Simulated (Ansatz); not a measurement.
`C=C(Cl)SC` + H₂ → `C=CSC` + HCl at 298.15 K and 1 bar (hydrogenolysis of a C–Cl bond).

Calculated with Ansatz (gas phase, PBE0-D4/def2-TZVP geometries, no zero-point term in ΔE). CCSD(T)/CBS adds triple-zeta CCSD(T) − MP2 to the extrapolated MP2 energy (def2 sets, frozen cores). This one scheme is used for every species. One conformer a species, not always the lowest.

```json
{"species": "`C=C(Cl)SC`", "CCSD(T)/CBS energy (Eh)": "-974.69234", "H − E (kJ/mol)": "208.4", "S (J/(mol·K))": "337.4"}
{"species": "H₂", "CCSD(T)/CBS energy (Eh)": "-1.17544", "H − E (kJ/mol)": "35.1", "S (J/(mol·K))": "130.4"}
{"species": "`C=CSC`", "CCSD(T)/CBS energy (Eh)": "-515.51530", "H − E (kJ/mol)": "229.4", "S (J/(mol·K))": "313.5"}
{"species": "HCl", "CCSD(T)/CBS energy (Eh)": "-460.38127", "H − E (kJ/mol)": "26.6", "S (J/(mol·K))": "186.8"}
```

H − E and S are ideal-gas, rigid-rotor, harmonic terms from PBE0-D4/def2-TZVP, for one conformer and one mirror image of each species. For small species the MP2-based limit differs from directly extrapolated CCSD(T) by up to some mEh (0.8 for H₂); such offsets cancel only in part. 1 Eh = 2625.50 kJ/mol, R = 8.31446 J/(mol·K).

Q: By hand: ΔE, ΔH, ΔS and ΔG.

A: ΔE = (-515.51530) + (-460.38127) − (-974.69234) − (-1.17544) = -0.02879 Eh = -75.6 kJ/mol. Δ(H − E) = 229.4 + 26.6 − 208.4 − 35.1 = 12.5, so ΔH = -63.1 kJ/mol. ΔS = 313.5 + 186.8 − 337.4 − 130.4 = 32.5 J/(mol·K). ΔG = -63.1 − 298.15 × (32.5)/1000 = -72.8 kJ/mol.

Q: By hand: the equilibrium constant, and the temperature at which ΔG would vanish if ΔH and ΔS stayed fixed.

A: log₁₀ K = −ΔG/(RT ln 10) = 12.8. ΔH and −TΔS have one sign here, so there is no such temperature.

ΔH outweighs TΔS. A doubt of 5 kJ/mol in ΔE shifts log₁₀ K by 0.9 here. Other conformers and mirror images would add mixing entropy, several J/(mol·K) or more a flexible species. These are equilibria of isolated gas molecules and say nothing of rates. Largest T1 diagnostic: 0.011 (customary marks: 0.02 for closed shells, 0.045 for open ones).
